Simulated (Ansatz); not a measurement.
Ideal-gas functions of `CC1=CN1` at 800 K and 1 bar, from an Ansatz frequency run at PBE0-D4/def2-TZVP.

Molar mass 55.08 g/mol, point group C1 (symmetry number 1), electronic degeneracy 1, moments of inertia 22.764, 75.799, 93.742 u Å². Harmonic wavenumbers (cm⁻¹, unscaled): 187, 297, 324, 549, 658, 910, 952, 1021, 1041, 1126, 1169, 1372, 1399, 1459, 1469, 1959, 3042, 3100, 3143, 3332, 3337.

Use S(trans) = R[1.5 ln M + 2.5 ln T − 1.1517]; rotational temperatures θ = 24.2544 K / I; S(rot) = R[ln(√π/σ · √(T³/θAθBθC)) + 1.5]; for each mode x = 1.438777 ν̃/T, S = R[x/(eˣ − 1) − ln(1 − e⁻ˣ)] and H = RT x/(eˣ − 1); 1 cm⁻¹ = 0.0119627 kJ/mol; R = 8.31446 J/(mol·K).

By hand: the entropy, in J/(mol·K).

Translation 179.4. Rotation: θ = 1.0655, 0.32, 0.2587 K, giving 110.7. Vibration, mode by mode: 17.41, 13.63, 12.92, 8.75, 7.38, 5.09, 4.79, 4.34, 4.22, 3.74, 3.52, 2.64, 2.54, 2.33, 2.30, 1.14, 0.23, 0.21, 0.19, 0.15, 0.14, in all 97.6. Electronic 0.0. Sum 387.7 J/(mol·K).

By hand: H − E and G − E in kJ/mol, counted from the electronic energy.

Zero-point energy ½ × 31846 × 0.0119627 = 190.5; thermal vibration 43.7; translation, rotation and pV give 4 RT = 26.6. H − E = 260.8 kJ/mol, and G − E = 260.8 − 800 × 387.7/1000 = -49.4 kJ/mol.

Vibration gives 25 % of the entropy. The sum counts one conformer and one mirror image; others add a mixing term.
